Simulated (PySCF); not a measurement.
Species: C4H4FN.
Atom-mapped SMILES: `[N:1]#[C:2][CH2:3]/[CH:4]=[CH:5]/[F:6]` (hydrogens: H7, H8 on C3; H9 on C4; H10 on C5)

Computed geometry: GFN2-xTB, gas phase.

Q: List the bond lengths, angles and torsions at this level.

A: 
```
        bond  length (pm)
       N1≡C2        114.2
       C2–C3        144.6
       C3–C4        149.9
       C4=C5        131.9
       C5–F6        134.0
C3–H7, C3–H8        109.4
       C4–H9        108.0
      C5–H10        108.1
```

Bonds in one row agree within 1 pm and their mean is given. A selection of angles:
```
    angle  degrees
 N1–C2–C3    179.5
 C2–C3–C4    110.2
 C2–C3–H7    107.8
 C2–C3–H8    108.7
 C4–C3–H7    110.1
 C4–C3–H8    110.9
 H7–C3–H8    109.0
 C3–C4–C5    122.8
 C3–C4–H9    117.0
 C5–C4–H9    120.2
 C4–C5–F6    121.7
C4–C5–H10    126.3
F6–C5–H10    112.0
```

Dihedral angles: C2–C3–C4–C5 -118° (anticlinal); C3–C4–C5–F6 180° (antiperiplanar). The mirror-image conformer, all signs reversed, is as good.

The C–C distances run from 1.319 Å (C4=C5, drawn double) to 1.499 Å (C3–C4, drawn single), a spread of 0.180 Å. Of the pairs four or more bonds apart, H8···H10 is among the closest relative to their van der Waals radii: 2.48 Å, 103 % of the sum of Bondi's values.

Point group: C1 (no symmetry element, even within 0.4 Å). Stationary, but not proved a minimum. One conformer, not necessarily the lowest.
